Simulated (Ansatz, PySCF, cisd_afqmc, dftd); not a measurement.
System: LiF, charge 0, singlet. LiF (SMILES [Li][F]).
B3LYP-D3(BJ)/def2-TZVP minimum from Ansatz (a quantum-chemistry and plane-wave program):
```
Li
F 1 1.5615
```

Wanted: enthalpy of formation at 298 K (by atomisation, with ideal-gas terms from PySCF's Hessian at B3LYP-D3(BJ)/def2-TZVP and the atoms' measured values of the G2/97 table; no spin-orbit terms), in kJ/mol. Open shells are spin-unrestricted; no spin-orbit coupling. Cores are frozen in correlated methods. No relativity. The Monte Carlo rows (phaseless AFQMC, CISD trial, step 0.005/hartree) carry one-sigma bars that omit the constraint's bias. Outlying blocks are dropped, and bars are widened where a walk drifts. Over all cases where full CI ran beside it in this data, AFQMC minus full CI had a median of +0.1 mEh and passed +0.4 mEh in a tenth of the cases. CBS(X,Y): correlation extrapolated as X^-3, Hartree-Fock from the larger set. A bracket is a step between two methods taken in the basis named. Double hybrids freeze cores in their MP2 part. Full CI freezes restricted core orbitals, also for open shells; the composite that ends in it estimates full CI at the basis-set limit. For partners of very few electrons the exact lower level stands in for a higher one.

Measured: -80.1 kcal/mol, -335.1 kJ/mol (G2/97 table in ASE (Curtiss et al.)); atomic spin-orbit terms, which the calculations lack, would raise the computed values.

```
level                                                                                                         program  enthalpy of formation at 298 K (kJ/mol)  error against that value
-----------------------------------------------------------------------------------------------------  --------------  ---------------------------------------  ------------------------
r2SCAN/def2-TZVPD                                                                                              Ansatz                                   -319.4                      15.7
B3LYP-D3(BJ)/def2-TZVPD                                                                                Ansatz + dftd3                                   -328.7                       6.4
B2PLYP/def2-TZVPD                                                                                              Ansatz                                   -328.6                       6.5
MP2/def2-SVP                                                                                                   Ansatz                                   -292.3                      42.8
CCSD/def2-SVP                                                                                                  Ansatz                                   -265.9                      69.2
CCSD/def2-TZVPP                                                                                                Ansatz                                   -294.4                      40.7
CCSD(T)/def2-SVP                                                                                               Ansatz                                   -268.6                      66.5
CCSDT(Q)/def2-TZVPP                                                                                            Ansatz                                   -303.9                      31.2
AFQMC/CISD/def2-TZVPP                                                                                      cisd_afqmc                             -303.7 ± 0.9                      31.4
CCSD(T)/CBS(def2-TZVPP,def2-QZVPP) + [CCSDT(Q) - CCSD(T)]/def2-QZVPP + [CCSDTQ - CCSDT(Q)]/def2-TZVPP          Ansatz                                   -336.2                      -1.1
CCSD(T)/CBS(def2-TZVPP,def2-QZVPP) + [CCSDT(Q) - CCSD(T)]/def2-QZVPP + [FCI - CCSDT(Q)]/def2-SVP               Ansatz                                   -336.2                      -1.1
```
